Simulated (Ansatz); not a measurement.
## Co3O4 (Fd-3m)

These are results of DFT PBEsol, scalar-relativistic, plane waves, PAW (Ansatz 0.2.0), not measurements.

Plane waves to 420 eV, a k mesh through Γ of 10×10×10 on the computed 14-atom cell and Gaussian smearing (0.01 eV); collinear spin from starting moments 2.31 2.31 0.13 0.13 0.13 0.13 0 0 0 0 0 0 0 0 μB.

The structure is relaxed at this level of theory with its symmetry kept. Whether it is the stable form of this composition wasn't checked.

```
CELL_PARAMETERS angstrom
-2.82278 2.82282 3.99184
2.82278 -2.82282 3.99184
2.82278 2.82282 -3.99184
ATOMIC_POSITIONS crystal
Co 0.12500 0.87500 0.25000
Co 0.87500 0.12500 0.75000
Co 0.50000 0.50000 0.50000
Co 0.50000 0.00000 0.00000
Co 0.00000 0.50000 0.50000
Co 0.50000 0.50000 0.00000
O 0.71266 0.73756 0.97510
O 0.73756 0.71266 0.47510
O 0.26244 0.73753 0.97510
O 0.26244 0.28734 0.52490
O 0.26247 0.73756 0.52490
O 0.73756 0.26247 0.02490
O 0.28734 0.26244 0.02490
O 0.73753 0.26244 0.47510
```

- Space group: Fd-3m (No. 227)
- Volume per atom: 9.09 Å³
- Formation energy from the elements' standard states (uncorrected): -1.064 eV/atom
- Kohn–Sham band gap: 0.13 eV, indirect from (0.130, -0.245, 0.464) to Γ
- Löwdin character of the top 1 eV of the valence band: Co 3d 87 %, O 2p 12 %
- Löwdin character of the lowest 1 eV of the conduction band: Co 3d 75 %, O 2p 18 % (semilocal functionals without a Hubbard U place empty 3d levels too low)
- Electron masses at the edge by Cartesian direction of the computed cell, whose vectors are (-2.823, 2.823, 3.992), (2.823, -2.823, 3.992), (2.823, 2.823, -3.992) Å (m_e; degenerate bands sorted by energy; no spin-orbit coupling): x: 6.0, 1.1, 1.0; y: 6.0, 1.1, 1.0; z: 20, 20, 0.52
- Hole masses at the edge by Cartesian direction of the computed cell, whose vectors are (-2.823, 2.823, 3.992), (2.823, -2.823, 3.992), (2.823, 2.823, -3.992) Å (m_e; degenerate bands sorted by energy; no spin-orbit coupling): x: 1.7; y: 0.59; z: 13
- Total moment: 6.00 μB per cell
- Site moments (μB; atoms counted from 1 over the whole cell): Co (atom 1) 2.10, Co (atom 2) 2.10, Co (atom 3) 0.12, Co (atom 4) 0.12, Co (atom 5) 0.12, Co (atom 6) 0.12, O (atom 7) 0.08, O (atom 8) 0.08, O (atom 9) 0.08, O (atom 10) 0.08, O (atom 11) 0.08, O (atom 12) 0.08, O (atom 13) 0.08, O (atom 14) 0.08

The run saw a state lower than the one given here.

Only this magnetic start was tried.

Cost: 3 runs of about 47 core-minutes in all, on Intel Xeon Platinum 8259CL (Skylake/Cascade Lake) (shared hosts).